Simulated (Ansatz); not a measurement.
**BCl₂ radical: up Jacob's ladder to CCSD(T)**

One table from this session's results is given with a row withheld; the runs are named, their logs left out.

Method: functionals in def2-TZVPP, the program's frozen cores in correlated methods; program: Ansatz 0.2.0, Gaussian basis.

Plan: LDA (SPW92), PBE-D4, revPBE-D4, BLYP-D4, r2SCAN-D4, B97M-V, PBE0-D4, B3LYP-D4, r2SCANh-D4, r2SCAN0-D4, HSE06-D4, BHLYP-D4, CAM-B3LYP-D4, LC-ωPBE, ωB97X-V, ωB97M-V, B2PLYP, PBE-QIDH; CCSD(T)/def2-SVP; CCSD(T)/def2-TZVPP; CCSD(T)/def2-QZVPP; extrapolation to the limit; RPA on PBE.

## The geometry

All runs share one geometry, relaxed beforehand with PBE0-D4 in a triple-zeta def2 set.

SMILES `Cl[B]Cl`, 3 atoms, charge 0, spin multiplicity 2.

Atoms are counted from 1 here; the program's logs count them from 0.

Bond lengths: Cl1–B2 1.720 Å, B2–Cl3 1.720 Å. Angles: Cl1–B2–Cl3 125.4°.

Set-up of the first run:

The input, in.yaml:

```yaml
crystal:
  periodic: [false, false, false]
  atoms:
    - {symbol: Cl, position_ang: [0.371479, -1.525645, 0.029984]}
    - {symbol: B, position_ang: [-0.463865, -0.050269, -0.256925]}
    - {symbol: Cl, position_ang: [0.081486, 1.511114, 0.213740]}
basis:
  gaussian: {orbitals: def2-TZVPP}
magnetization: {spin_polarized: true, initial_magnetization: 1}
hamiltonian: {xc: lda}
output: {orbitals: {seedname: orbitals}}
```

Steps of the session up to this table: LDA; PBE-D4 (GGA); revPBE-D4 (GGA); BLYP-D4 (GGA); r2SCAN-D4 (meta-GGA); B97M-V (meta-GGA); PBE0-D4 (hybrid); B3LYP-D4 (hybrid); r2SCANh-D4 (hybrid); r2SCAN0-D4 (hybrid); HSE06-D4 (hybrid); BHLYP-D4 (hybrid); CAM-B3LYP-D4 (range-separated); LC-ωPBE-D4 (range-separated; the results give it without D4); ωB97X-V (range-separated); ωB97M-V (range-separated); B2PLYP (double hybrid); PBE-QIDH (double hybrid).

One of the session's tables, all rows but one given; the rest of the session is left out.

It belongs to the step «Frontier levels by functional». 

```
  functional  HOMO (eV)  LUMO (eV)  gap (eV)
 LDA (SPW92)      -5.06      -3.45      1.61
      PBE-D4      -5.10      -2.94      2.16
   revPBE-D4      -5.08      -2.84      2.24
     BLYP-D4      -4.91      -3.04      1.87
   r2SCAN-D4      -5.53      -2.75      2.78
      B97M-V      -5.17      -3.00      2.17
     PBE0-D4      -6.43      -1.97      4.45
    B3LYP-D4      -6.12      -2.45      3.67
  r2SCANh-D4      -6.01      -2.40      3.61
  r2SCAN0-D4      -6.73      -1.87      4.86
    HSE06-D4      -6.02      -2.36      3.67
    BHLYP-D4      -7.59      -1.24      6.35
CAM-B3LYP-D4      -7.73      -1.18      6.55
     LC-ωPBE          ?          ?         ?
     ωB97X-V      -8.66      -0.29      8.37
     ωB97M-V      -8.25      -0.46      7.79
```

Estimate the missing values for LC-ωPBE.

**Answer.** HOMO (eV): -9.21; LUMO (eV): 0.34; gap (eV): 9.55. In the column «HOMO (eV)» it is the lowest.
